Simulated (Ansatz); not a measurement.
A nudged elastic band was laid between two geometries of BFH2O + H2 (7 atoms, charge 0, multiplicity 1).

Theory: RKS PBE/def2-SVP in Ansatz.

| Quantity | Value |
| --- | --- |
| movable images | 7 |
| climbing image | yes |
| spring | 5.0 eV/Å² |
| optimiser | quadratic models (default) |
| start path | through a guess of the saddle point |
| force threshold | 0.05 eV/Å |
| iteration limit | 60 |
| end points | relaxed |

Image 0:

```xyz
7
Properties=species:S:1:pos:R:3
B 0.072 -0.701 -0.283
F -0.072 -0.077 0.901
H 1.178 -0.856 -0.753
O -1.011 -1.156 -0.952
H -1.844 -0.971 -0.474
H -0.337 3.084 1.681
H -0.240 2.335 1.538
```

Image 8:

```xyz
7
Properties=species:S:1:pos:R:3
B -0.162 0.310 -0.317
F 0.012 0.423 2.212
H 0.888 -0.270 -0.515
O -1.373 -0.253 -0.529
H -1.310 -1.191 -0.787
H -0.193 1.502 -0.014
H -0.115 1.139 1.608
```

(1) What changes between the two ends?

(2) What energy profile does the band end with?

(3) What is the geometry of the highest image?

Results:

(1) Bonds broken: B1–F2, H6–H7. Bonds formed: B1–H6, F2–H7. BFH2O + H2 becomes BH3O + FH.

(2) The run converged. The highest image is number 4 of 0 to 8, 44.7 kcal/mol above the first end and 11.7 kcal/mol above the last; the last end lies 33.0 kcal/mol above the first. The profile has 2 maxima (images 4, 7) with wells between them (image 5): this band takes more than one step, which may be the mechanism or a detour left from its start path. Neighbouring images differ by up to 1.7 eV, so the band resolves the path poorly. A vibrational analysis at the climbing image gives one clearly imaginary mode, 908i cm⁻¹: a first-order saddle point. The orbitals stay closed-shell, which can raise the energy where a bond breaks towards radicals; this wasn't checked here.

```
image  path coordinate (Å)  energy (kcal/mol)  B1–F2 (Å)  H6–H7 (Å)  B1–H6 (Å)
    0                 0.00                0.0       1.35       0.77       4.28
    1                 0.93                0.1       1.35       0.77       3.69
    2                 1.87                0.5       1.34       0.77       2.96
    3                 2.80                6.6       1.36       0.77       2.11
    4                 3.74               44.7       1.71       1.06       1.37
    5                 4.34               35.2       2.24       1.51       1.25
    6                 4.94               41.0       2.50       1.59       1.24
    7                 5.54               41.5       2.48       1.65       1.24
    8                 6.14               33.0       2.54       1.66       1.23
```

(3) 
```xyz
7
Properties=species:S:1:pos:R:3:forces:R:3
B 0.000 0.147 -0.029 0.00 0.00 0.00
F -0.028 -0.011 1.674 0.00 0.00 0.00
H 1.141 0.043 -0.418 0.00 0.00 0.00
O -0.980 -0.579 -0.641 0.00 0.00 0.00
H -1.878 -0.417 -0.307 0.00 0.00 0.00
H -0.294 1.459 0.211 0.00 0.00 0.00
H -0.217 1.017 1.168 0.00 0.00 0.00
```

Time of the run: 3.3 min on 1 thread of Arm Neoverse V1 (shared host), peak memory 0.1 GiB.
